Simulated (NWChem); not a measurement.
The numbers come from NWChem runs, not from measurements. System: carbon tetrachloride (CCl4), charge 0, spin multiplicity 1, at a geometry optimised with B3LYP/def2-SVP. Level: RHF/STO-3G.

The NWChem input:

```
start mol
memory heap 200 mb stack 900 mb global 1100 mb
geometry units angstroms nocenter noautoz
  Cl     1.459501     0.000000     1.032002
  C      0.000000     0.000000    -0.000025
  Cl    -1.459501     0.000000     1.032002
  Cl     0.000000     1.459486    -1.031998
  Cl     0.000000    -1.459486    -1.031998
  symmetry group C2v
end
basis spherical
  * library sto-3g
end
scf
  rhf
  nopen 0
  maxiter 100
  thresh 1e-7
  semidirect memsize 60000000 filesize 0
end
task scf energy
```

Output (cleaned and shortened):

```
             Northwest Computational Chemistry Package (NWChem) 7.3.0
             --------------------------------------------------------

                                NWChem Input Module
                                -------------------

 Scaling coordinates for geometry "geometry" by  1.889725989
 (inverse scale =  0.529177249)

 Turning off AUTOSYM since
 SYMMETRY directive was detected!

                             Geometry "geometry" -> ""
                             -------------------------

 Output coordinates in angstroms (scale by  1.889725989 to convert to a.u.)

  No.       Tag          Charge          X              Y              Z
 ---- ---------------- ---------- -------------- -------------- --------------
    1 Cl                  17.0000     1.45950100     0.00000000     1.03200200
    2 C                    6.0000     0.00000000     0.00000000    -0.00002500
    3 Cl                  17.0000    -1.45950100     0.00000000     1.03200200
    4 Cl                  17.0000     0.00000000     1.45948600    -1.03199800
    5 Cl                  17.0000     0.00000000    -1.45948600    -1.03199800

 Effective nuclear repulsion energy (a.u.)     435.1409946123

            Nuclear Dipole moment (a.u.)
            ----------------------------
        X                 Y               Z
 ---------------- ---------------- ----------------
     0.0000000000     0.0000000000    -0.0000264562

      Symmetry information
      --------------------

 Group name             C2v
 Group number             16
 Group order               4
 No. of unique centers     3

      Symmetry unique atoms

     1    2    4


 Summary of "ao basis" -> "" (spherical)
 ------------------------------------------------------------------------------
       Tag                 Description            Shells   Functions and Types
 ---------------- ------------------------------  ------  ---------------------
 *                           sto-3g                   on all atoms

 Summary of "ao basis" -> "ao basis" (spherical)
 ------------------------------------------------------------------------------
       Tag                 Description            Shells   Functions and Types
 ---------------- ------------------------------  ------  ---------------------
 Cl                          sto-3g                  5        9   3s2p
 C                           sto-3g                  3        5   2s1p

                                 NWChem SCF Module
                                 -----------------

  ao basis        = "ao basis"
  functions       =    41
  atoms           =     5
  closed shells   =    37
  open shells     =     0
  charge          =   0.00
  wavefunction    = RHF
  use symmetry    = T
  symmetry adapt  = T

 Summary of "ao basis" -> "ao basis" (spherical)
 ------------------------------------------------------------------------------
       Tag                 Description            Shells   Functions and Types
 ---------------- ------------------------------  ------  ---------------------
 Cl                          sto-3g                  5        9   3s2p
 C                           sto-3g                  3        5   2s1p

      Symmetry analysis of basis
      --------------------------

        a1         17
        a2          4
        b1         10
        b2         10

 Forming initial guess at       0.0s

      Superposition of Atomic Density Guess
      -------------------------------------

 Sum of atomic energies:       -1855.38446363
[...]
  Numbering of irreducible representations:

     1 a1          2 a2          3 b1          4 b2

  Orbital symmetries:

     1 b2          2 a1          3 b1          4 a1          5 a1
     6 b2          7 a1          8 b1          9 a1         10 b2
    11 a1         12 b1         13 a1         14 b2         15 a2
    16 b1         17 b1         18 a1         19 b2         20 a2
    21 a1         22 a1         23 b2         24 a1         25 b1
    26 a1         27 b2         28 a1         29 b1         30 a2
    31 a1         32 b2         33 a1         34 b1         35 b2
    36 a2         37 b1         38 a1         39 b1         40 a1
    41 b2

             Final eigenvalues
             -----------------

              1
    1 -103.7874
    2 -103.7874
    3 -103.7874
    4 -103.7874
    5  -11.3221
    6  -10.4654
    7  -10.4654
    8  -10.4654
    9  -10.4649
   10   -7.9098
   11   -7.9098
   12   -7.9098
   13   -7.9096
   14   -7.9036
   15   -7.9036
   16   -7.9036
   17   -7.9032
   18   -7.9032
   19   -7.9032
   20   -7.9031
   21   -7.9031
   22   -1.2419
   23   -1.0687
   24   -1.0687
   25   -1.0687
   26   -0.7788
   27   -0.6138
   28   -0.6138
   29   -0.6138
   30   -0.4903
   31   -0.4903
   32   -0.4424
   33   -0.4424
   34   -0.4424
   35   -0.4363
   36   -0.4363
   37   -0.4363
   38    0.1982
   39    0.2826
   40    0.2826
   41    0.2827

                       ROHF Final Molecular Orbital Analysis
                       -------------------------------------

 Vector   35  Occ=2.000000D+00  E=-4.363410D-01  Symmetry=b2
              MO Center= -1.0D-16,  1.7D-15, -5.2D-01, r^2= 3.9D+00
   Bfn.  Coefficient  Atom+Function         Bfn.  Coefficient  Atom+Function
  ----- ------------  ---------------      ----- ------------  ---------------
    32      0.526156  4 Cl pz                41     -0.526156  5 Cl pz
     8     -0.372345  1 Cl py                22     -0.372345  3 Cl py
    31      0.371834  4 Cl py                40      0.371834  5 Cl py

 Vector   36  Occ=2.000000D+00  E=-4.363386D-01  Symmetry=a2
              MO Center= -7.5D-15, -7.1D-15,  1.5D-04, r^2= 4.2D+00
   Bfn.  Coefficient  Atom+Function         Bfn.  Coefficient  Atom+Function
  ----- ------------  ---------------      ----- ------------  ---------------
     8      0.526221  1 Cl py                22     -0.526221  3 Cl py
    30     -0.526149  4 Cl px                39      0.526149  5 Cl px

 Vector   37  Occ=2.000000D+00  E=-4.363377D-01  Symmetry=b1
              MO Center= -2.1D-14,  9.9D-17,  5.2D-01, r^2= 3.9D+00
   Bfn.  Coefficient  Atom+Function         Bfn.  Coefficient  Atom+Function
  ----- ------------  ---------------      ----- ------------  ---------------
     9      0.526204  1 Cl pz                23     -0.526204  3 Cl pz
     7     -0.372154  1 Cl px                21     -0.372154  3 Cl px
    30      0.371955  4 Cl px                39      0.371955  5 Cl px

 Vector   38  Occ=0.000000D+00  E= 1.981879D-01  Symmetry=a1
              MO Center= -5.3D-14,  2.9D-16,  1.5D-04, r^2= 2.8D+00
   Bfn.  Coefficient  Atom+Function         Bfn.  Coefficient  Atom+Function
  ----- ------------  ---------------      ----- ------------  ---------------
    11      1.155257  2 C  s                  7      0.443002  1 Cl px
    21     -0.443002  3 Cl px                31      0.442918  4 Cl py
    40     -0.442918  5 Cl py                 9      0.313228  1 Cl pz
    23      0.313228  3 Cl pz                32     -0.313196  4 Cl pz
    41     -0.313196  5 Cl pz                10     -0.224917  2 C  s

 Vector   39  Occ=0.000000D+00  E= 2.826273D-01  Symmetry=b1
              MO Center=  2.4D-10,  2.2D-16,  3.4D-01, r^2= 1.9D+00
   Bfn.  Coefficient  Atom+Function         Bfn.  Coefficient  Atom+Function
  ----- ------------  ---------------      ----- ------------  ---------------
    12      1.029615  2 C  px                 7      0.451799  1 Cl px
    21      0.451799  3 Cl px                 9      0.429165  1 Cl pz
    23     -0.429165  3 Cl pz                 6     -0.290122  1 Cl s
    20      0.290122  3 Cl s                 30     -0.155145  4 Cl px
    39     -0.155145  5 Cl px

 Vector   40  Occ=0.000000D+00  E= 2.826361D-01  Symmetry=a1
              MO Center= -2.4D-10, -2.1D-12, -1.8D-04, r^2= 2.0D+00
   Bfn.  Coefficient  Atom+Function         Bfn.  Coefficient  Atom+Function
  ----- ------------  ---------------      ----- ------------  ---------------
    14      1.029622  2 C  pz                 7      0.429114  1 Cl px
    21     -0.429114  3 Cl px                31     -0.429234  4 Cl py
    40      0.429234  5 Cl py                 6     -0.205121  1 Cl s
    20     -0.205121  3 Cl s                 29      0.205188  4 Cl s
    38      0.205188  5 Cl s

 center of mass
 --------------
 x =   0.00000000 y =   0.00000000 z =  -0.00000025

 moments of inertia (a.u.)
 ------------------
        1063.980434016805           0.000000000000           0.000000000000
           0.000000000000        1063.991369360497           0.000000000000
           0.000000000000           0.000000000000        1064.004202638705

  Mulliken analysis of the total density
  --------------------------------------

    Atom       Charge   Shell Charges
 -----------   ------   -------------------------------------------------------
    1 Cl  17    17.03   2.00  2.00  5.99  1.96  5.09
    2 C    6     5.86   1.99  1.31  2.56
    3 Cl  17    17.03   2.00  2.00  5.99  1.96  5.09
    4 Cl  17    17.03   2.00  2.00  5.99  1.96  5.09
    5 Cl  17    17.03   2.00  2.00  5.99  1.96  5.09

       Multipole analysis of the density wrt the origin
       ------------------------------------------------

     L   x y z        total         open         nuclear
     -   - - -        -----         ----         -------
     0   0 0 0     -0.000000      0.000000     74.000000

     1   1 0 0     -0.000000      0.000000      0.000000
     1   0 1 0      0.000000      0.000000      0.000000
     1   0 0 1     -0.000075      0.000000     -0.000026

     2   2 0 0    -39.975370      0.000000    258.633861
     2   1 1 0     -0.000000      0.000000      0.000000
     2   1 0 1     -0.000000      0.000000      0.000000
     2   0 2 0    -39.975231      0.000000    258.628544
     2   0 1 1     -0.000000      0.000000      0.000000
     2   0 0 2    -39.975260      0.000000    258.622305

 Task  times  cpu:        0.1s     wall:        0.1s

 Total times  cpu:        0.1s     wall:        0.1s
```
